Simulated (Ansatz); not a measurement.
C2H8N2 can be A, `CNCN`, or B, `CCNN`.

Gas-phase electronic energies from Ansatz, PBE0-D4/def2-TZVP geometries. CBS: MP2 limit from def2 TZ/QZ plus the TZ coupled-cluster correction, frozen cores. Functionals use def2-TZVPP. B3LYP here is the variant with VWN-RPA as its local correlation; programs differ in this. Each species was taken in one conformer, which may not be the lowest.

Problem. Which is lower in electronic energy at CCSD(T)/CBS, and by how much? (Best estimate.)

Solution. Ansatz gave: A, by 70.4 kJ/mol.

Problem. Give E(B) − E(A) in kJ/mol with HF/def2-TZVPP, MP2/def2-TZVPP, ωB97M-V, CCSD(T)/def2-SVP, PBE0-D4, B3LYP-D4, PBE-D4. (An estimate is asked.)

Solution. Ansatz gave: HF/def2-TZVPP 73.4, MP2/def2-TZVPP 74.7, ωB97M-V 68.5, CCSD(T)/def2-SVP 69.6, PBE0-D4 68.2, B3LYP-D4 69.1, PBE-D4 66.8. None reverses the order clearly.

Problem. Does the order hold for the free energy at 298.15 K (harmonic terms from PBE0-D4)? (An estimate is asked.)

Solution. Computed: Yes: G(B) − G(A) = +70.0 kJ/mol, for one conformer each.

Largest T1 diagnostic: 0.009.

Leaving LDA and LC-ωPBE aside and taking each functional with its dispersion term where it has one, the values, not all of them listed here, spread over 4.9 kJ/mol, from revPBE-D4 to PBE-QIDH. From BLYP to BHLYP (50 % exact exchange), in def2-TZVPP and without D4, E(B) − E(A) moves by +3.6 kJ/mol.
